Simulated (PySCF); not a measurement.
Sulfur dicyanide, C2N2S.
Numbering: `[N:1]#[C:2][S:3][C:4]#[N:5]`

The same species was optimised twice, with GFN2-xTB and with PBE0-D3(BJ)/def2-SVP (PySCF), and the same property calculations (PySCF, gas phase) were run on both structures.

```json
{"coordinate": "N1≡C2 (Å)", "GFN2-xTB": "1.143", "PBE0-D3(BJ)/def2-SVP": "1.160", "change": "+0.017"}
{"coordinate": "C4≡N5 (Å)", "GFN2-xTB": "1.143", "PBE0-D3(BJ)/def2-SVP": "1.160", "change": "+0.017"}
{"coordinate": "C2–S3 (Å)", "GFN2-xTB": "1.694", "PBE0-D3(BJ)/def2-SVP": "1.699", "change": "+0.005"}
{"coordinate": "S3–C4 (Å)", "GFN2-xTB": "1.694", "PBE0-D3(BJ)/def2-SVP": "1.699", "change": "+0.005"}
{"coordinate": "C2–S3–C4 (°)", "GFN2-xTB": "94.0", "PBE0-D3(BJ)/def2-SVP": "99.6", "change": "+5.6"}
{"coordinate": "S3–C4–N5 (°)", "GFN2-xTB": "178.9", "PBE0-D3(BJ)/def2-SVP": "174.8", "change": "-4.1"}
{"coordinate": "N1–C2–S3 (°)", "GFN2-xTB": "178.9", "PBE0-D3(BJ)/def2-SVP": "174.9", "change": "-4.0"}
```

Rotational constants: A = 9004, B = 3178, C = 2349 MHz (GFN2-xTB) against A = 10591, B = 2779, C = 2201 MHz (PBE0-D3(BJ)/def2-SVP). Point groups within 0.08 Å: C2v and C2v.

On the GFN2-xTB structure: HOMO (eV) -9.03 [PBE0/pcSseg-1]; LUMO (eV) -1.76 [PBE0/pcSseg-1]; dipole (D) 3.36 [PBE0/pcSseg-1]; GIAO shielding of N1/N5 (mean) (ppm) -79.2 [PBE0/pcSseg-1]; GIAO shielding of C2/C4 (mean) (ppm) 82.3 [PBE0/pcSseg-1]; GIAO shielding of S3 (ppm) 536.1 [PBE0/pcSseg-1].

**Question.** What do these properties become on the PBE0-D3(BJ)/def2-SVP structure?

**Answer.** 
```
                                    property          level  on GFN2-xTB  on PBE0-D3(BJ)/def2-SVP  change
                                   HOMO (eV)  PBE0/pcSseg-1        -9.03                    -9.01   +0.02
                                   LUMO (eV)  PBE0/pcSseg-1        -1.76                    -1.95   -0.19
                                  dipole (D)  PBE0/pcSseg-1         3.36                     2.91   -0.45
energy, GFN2-xTB geometry as zero (kcal/mol)  PBE0/pcSseg-1          0.0                     -1.2    -1.2
        GIAO shielding of N1/N5 (mean) (ppm)  PBE0/pcSseg-1        -79.2                    -93.4   -14.2
        GIAO shielding of C2/C4 (mean) (ppm)  PBE0/pcSseg-1         82.3                     80.4    -1.9
                  GIAO shielding of S3 (ppm)  PBE0/pcSseg-1        536.1                    514.9   -21.2
```

The heavy atoms differ by 0.123 Å rms after alignment. Among all bonds N1≡C2 and C4≡N5 change most and about equally (+0.017 Å). Changes are differences of the printed values. Neither structure is proved a minimum here.
